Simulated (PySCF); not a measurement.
# Fractional electron number in S (sulfur, neutral)

The 3p beta orbital of [Ne] 3s2 3p4 is emptied in steps (occupation f), with all orbitals relaxed, ending at [Ne] 3s2 3p3. Computed with PySCF 2.14 in aug-cc-pV(T+d)Z (6s5p4d2f, 55 functions), with no relativity, point nucleus. The exact energy is a straight line in f; departures are measured from the line between the end points of the same method.

| f | UHF (eV) | LDA (eV) | PBE (eV) | PBE0 (eV) | r2SCAN (eV) | LC-wPBE (eV) | BHandHLYP (eV) | wB97X (eV) | BLYP (eV) | r2SCAN0 (eV) |
| --- | --- | --- | --- | --- | --- | --- | --- | --- | --- | --- |
| 1 | 0.000 | 0.000 | 0.000 | 0.000 | 0.000 | 0.000 | 0.000 | 0.000 | 0.000 | 0.000 |
| 0.8 | 0.166 | -0.708 | -0.686 | -0.478 | -0.631 | -0.033 | -0.289 | -0.101 | -0.701 | -0.439 |
| 0.6 | 0.239 | -1.068 | -1.030 | -0.717 | -0.940 | -0.047 | -0.439 | -0.155 | -1.058 | -0.653 |
| 0.4 | 0.229 | -1.073 | -1.029 | -0.714 | -0.930 | -0.044 | -0.445 | -0.161 | -1.063 | -0.645 |
| 0.2 | 0.147 | -0.717 | -0.683 | -0.473 | -0.611 | -0.025 | -0.301 | -0.114 | -0.711 | -0.422 |
| 0 | 0.000 | 0.000 | 0.000 | 0.000 | 0.000 | 0.000 | 0.000 | 0.000 | 0.000 | 0.000 |

| method | E(f=0) − E(f=1) (eV) | −ε at f=1 (eV) | −ε at f=0.4 (eV) |
| --- | --- | --- | --- |
| UHF | 9.243 | 10.331 | 9.007 |
| LDA | 10.569 | 6.177 | 11.443 |
| PBE | 10.434 | 6.163 | 11.306 |
| PBE0 | 10.409 | 7.425 | 11.022 |
| r2SCAN | 10.382 | 6.423 | 11.215 |
| LC-wPBE | 10.518 | 10.311 | 10.576 |
| BHandHLYP | 10.366 | 8.582 | 10.705 |
| wB97X | 10.454 | 9.841 | 10.551 |
| BLYP | 10.421 | 6.070 | 11.285 |
| r2SCAN0 | 10.364 | 7.607 | 10.950 |

Orbital energy along the path (eV):

| f | UHF | LDA | PBE | PBE0 | r2SCAN | LC-wPBE | BHandHLYP | wB97X | BLYP | r2SCAN0 |
| --- | --- | --- | --- | --- | --- | --- | --- | --- | --- | --- |
| 1 | -10.331 | -6.177 | -6.163 | -7.425 | -6.423 | -10.311 | -8.582 | -9.841 | -6.070 | -7.607 |
| 0.8 | -9.829 | -7.891 | -7.852 | -8.615 | -8.032 | -10.399 | -9.262 | -10.064 | -7.769 | -8.733 |
| 0.6 | -9.392 | -9.652 | -9.574 | -9.819 | -9.638 | -10.492 | -9.971 | -10.300 | -9.511 | -9.854 |
| 0.4 | -9.007 | -11.443 | -11.306 | -11.022 | -11.215 | -10.576 | -10.705 | -10.551 | -11.285 | -10.950 |
| 0.2 | -8.665 | -13.250 | -13.017 | -12.203 | -12.723 | -10.634 | -11.471 | -10.841 | -13.079 | -11.991 |
| 0 | -8.357 | -15.055 | -14.663 | -13.327 | -14.161 | -10.648 | -12.284 | -11.212 | -14.873 | -12.961 |

Reference removal energy between the ground levels: 10.360 eV (measured; NIST Atomic Spectra Database, ionization energies). The calculation has no spin-orbit coupling. UHF lacks correlation.
